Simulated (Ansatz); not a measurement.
**C4H7 radical: basis-set convergence**

One table from this session's results is given with a row withheld; the runs are named, their logs left out.

Computed with Ansatz 0.2.0, Gaussian basis. Level: one geometry, several basis sets.

Plan: PBE0-D4/def2-SVP; ωB97M-V/def2-SVP; PBE0-D4/def2-QZVPP; ωB97M-V/def2-QZVPP; the functionals' def2-TZVPP values are taken from earlier runs.

1 further run of the same task is left out (it didn't finish).

## The relaxed structure

An earlier PBE0-D4 in a triple-zeta def2 set relaxation fixed the geometry.

11 atoms, charge 0, spin multiplicity 2.

Atoms are counted from 1 here; the program's logs count them from 0.

Bond lengths: C1–C2 1.493 Å, C1–C4 1.493 Å, C1–H5 1.083 Å, C2–C3 1.552 Å, C2–H6 1.097 Å, C2–H7 1.098 Å, C3–C4 1.552 Å, C3–H8 1.090 Å, C3–H9 1.090 Å, C4–H10 1.098 Å, C4–H11 1.097 Å. Angles: C2–C1–C4 94.5°, C2–C1–H5 132.8°, C4–C1–H5 132.8°, C1–C2–C3 87.8°, C1–C2–H6 115.9°, C1–C2–H7 115.7°, C3–C2–H6 115.1°, C3–C2–H7 114.9°, H6–C2–H7 106.8°, C2–C3–C4 89.8°, C2–C3–H8 114.3°, C2–C3–H9 114.5°, C4–C3–H8 114.3°, C4–C3–H9 114.5°, H8–C3–H9 108.5°, C1–C4–C3 87.8°, C1–C4–H10 115.7°, C1–C4–H11 115.9° and more.

Set-up of the first run:

File in.yaml:

```yaml
crystal:
  periodic: [false, false, false]
  atoms:
    - {symbol: C, position_ang: [-0.334009, 0.671080, -0.857472]}
    - {symbol: C, position_ang: [-0.005248, 0.938761, 0.573783]}
    - {symbol: C, position_ang: [0.284086, -0.577967, 0.730110]}
    - {symbol: C, position_ang: [-0.057879, -0.793173, -0.768343]}
    - {symbol: H, position_ang: [-0.643233, 1.312649, -1.673250]}
    - {symbol: H, position_ang: [-0.827305, 1.322369, 1.191260]}
    - {symbol: H, position_ang: [0.856839, 1.594872, 0.749862]}
    - {symbol: H, position_ang: [-0.382809, -1.093594, 1.421650]}
    - {symbol: H, position_ang: [1.313336, -0.817371, 0.998678]}
    - {symbol: H, position_ang: [0.773131, -1.159591, -1.384652]}
    - {symbol: H, position_ang: [-0.911709, -1.455034, -0.961027]}
basis:
  gaussian: {orbitals: def2-SVP}
magnetization: {spin_polarized: true, initial_magnetization: 1}
hamiltonian: {xc: pbe0, dispersion: d4}
output: {orbitals: {seedname: orbitals}}
```

The run is started by

```
$ ansatz run in.yaml --threads 4 --pin off --events-out ev --progress --plain --max-ram 10444MiB
```

Steps of the session up to this table: PBE0-D4 in def2-SVP; ωB97M-V in def2-SVP; PBE0-D4 in def2-QZVPP; ωB97M-V in def2-QZVPP.

One of the session's tables, all rows but one given; the rest of the session is left out.

It belongs to the step «Functionals by basis». 

```
functional       basis  HOMO (eV)
   PBE0-D4    def2-SVP      -5.40
   PBE0-D4  def2-TZVPP      -5.42
   PBE0-D4  def2-QZVPP      -5.43
   ωB97M-V    def2-SVP      -7.43
   ωB97M-V  def2-TZVPP          ?
   ωB97M-V  def2-QZVPP      -7.46
```

**Question.** Estimate the row for ωB97M-V, def2-TZVPP.

As computed: HOMO (eV): -7.45. In the column «HOMO (eV)» it lies between ωB97M-V, def2-QZVPP (-7.46) and ωB97M-V, def2-SVP (-7.43).
